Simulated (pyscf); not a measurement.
## Insertion: H₂P–GeH₃ (SMILES [PH2][GeH3]) + SiH₂ (SMILES [SiH2]) [singlet] → H₃Si–PH–GeH₃ (SMILES [SiH3][PH][GeH3])

Gas phase, singlet surface, charge 0. Bonds broken: P1–H3. Bonds formed: P1–Si8, H3–Si8. Structures and frequencies: ωB97X-D3(BJ)/def2-SVP in PySCF. Correlated levels are frozen-core, on RHF or UHF. ΔMP2 is the change of the MP2 total energy from the triple- to the quadruple-zeta basis.

Transition state (Å):

```xyz
10

P     -1.8584    -0.5410     0.4807
Ge     0.2575     0.2170     1.0133
H     -1.3446    -1.3820    -0.9850
H     -2.4313     0.7447     0.3054
H      0.5429    -0.0615     2.4976
H      0.3829     1.7181     0.7259
H      1.2555    -0.5706     0.1495
Si    -1.2921    -0.3317    -2.1310
H     -0.4328     0.8364    -1.7477
H     -2.6889     0.2057    -2.2350
```

One imaginary mode, 922i cm⁻¹; descent along it reached the two sides named, in the forms told below.

```tsv
bond	change	reactant side (Å)	saddle	product side
P1–H3	breaks	1.467	1.766	3.0
P1–Si8	forms	3.0	2.7	2.248
H3–Si8	forms	1.920	1.555	1.491
```

Electronic energies relative to the separated reactants (kJ/mol):

| level | barrier | reaction energy | reverse barrier |
|---|---|---|---|
| ωB97X-D3(BJ)/def2-TZVP | -11.5 | -291.3 | 279.9 |
| PBE/def2-TZVP | -42.2 | -263.2 | 221.0 |
| r²SCAN/def2-TZVP | -43.2 | -283.6 | 240.3 |
| B3LYP-D3(BJ)/def2-TZVP | -16.6 | -259.5 | 242.9 |
| PBE0-D3(BJ)/def2-TZVP | -35.1 | -280.8 | 245.6 |
| M06-2X/def2-TZVP | -7.7 | -258.6 | 250.9 |
| ωB97M-D3(BJ)/def2-TZVP | 1.9 | -253.2 | 255.1 |
| HF/def2-TZVP | 87.3 | -234.1 | 321.4 |
| MP2/def2-QZVPP | -21.9 | -283.0 | 261.1 |
| CCSD/def2-TZVPP | 17.1 | -248.5 | 265.7 |
| CCSD(T)/def2-TZVPP | -2.3 | -255.1 | 252.7 |
| CCSD(T)/def2-TZVPP + ΔMP2(QZVPP) | -7.7 | -260.8 | 253.1 |

With CCSD(T)/def2-TZVPP + ΔMP2(QZVPP) energies and thermal terms (ideal gas, 1 atm, RRHO with modes under 100 cm⁻¹ raised to 100, one conformer, R ln 2 for chiral ones without a mode under 150 cm⁻¹), in kJ/mol:

```csv
T (K),ΔH‡,ΔG‡,ΔH,ΔG
298,-4.8,40.7,-249.0,-203.8
600,-3.5,86.4,-246.9,-158.6
900,-1.1,130.9,-243.1,-115.2
1200,1.5,174.5,-238.7,-73.2
```

On the reactant side the descent ends in a bound adduct, 40.2 kJ/mol under the separated species and 28.8 kJ/mol under the saddle at ωB97X-D3(BJ)/def2-TZVP. At ωB97X-D3(BJ), PBE, r²SCAN, B3LYP-D3(BJ), PBE0-D3(BJ), M06-2X, MP2, CCSD(T), CCSD(T) the saddle lies under the separated reactants, which points to a path from their complex (located at ωB97X-D3(BJ) alone). One saddle was located; it need not be the lowest between these sides. The CCSD(T) − MP2 part came from Ansatz, without density fitting, on the same reference. The frozen core leaves the outer d or s,p core shells of the metals and heavy elements correlated in the MP2 and CC values, and def2-TZVPP describes them poorly, which can shift differences by a few kcal/mol. Elements up to Kr have no core potential and no relativistic terms here.
